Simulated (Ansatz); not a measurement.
The first iterations of a band of CH₄AlN (7 atoms, charge 0, multiplicity 1).

All numbers below come from RKS PBE-D4/def2-SVP (Ansatz).

```json
{"movable images": "7", "climbing image": "yes", "spring": "5.0 eV/Å²", "optimiser": "quadratic models (default)", "start path": "through a guess of the saddle point", "force threshold": "0.05 eV/Å", "iteration limit": "60", "end points": "relaxed"}
```

Initial state:

```xyz
7
Properties=species:S:1:pos:R:3
C -0.593 -0.018 -0.617
N -0.124 0.515 0.712
Al 1.111 -0.586 0.150
H -1.503 -0.659 -0.597
H -0.661 0.719 -1.447
H -0.684 1.184 1.242
H 2.517 -1.223 0.511
```

Final state:

```xyz
7
Properties=species:S:1:pos:R:3
C -0.048 0.373 -0.919
N -0.623 0.082 0.451
Al 1.266 -0.507 -0.094
H -1.452 -0.536 0.475
H -0.640 0.918 -1.668
H -0.841 0.904 1.039
H 2.399 -1.303 0.670
```

| iteration | highest image above the first end (eV) | largest band force component (eV/Å) |
| --- | --- | --- |
| 1 | 3.891 | 4.887 |
| 2 | 3.244 | 2.726 |
| 3 | 2.957 | 1.423 |

Q: Does the band converge within its limit, and where does its top end?

A: It converged. It ended after 11 iterations with the highest image 2.715 eV above the first end. A vibrational analysis at the climbing image gives one clearly imaginary mode, 1270i cm⁻¹: a first-order saddle point. The orbitals stay closed-shell, which can raise the energy where a bond breaks towards radicals; this wasn't checked here.

The run took 62 s on 1 thread of Intel(R) Xeon(R) 6975P-C (Granite Rapids) (shared host), peak memory 0.14 GiB.
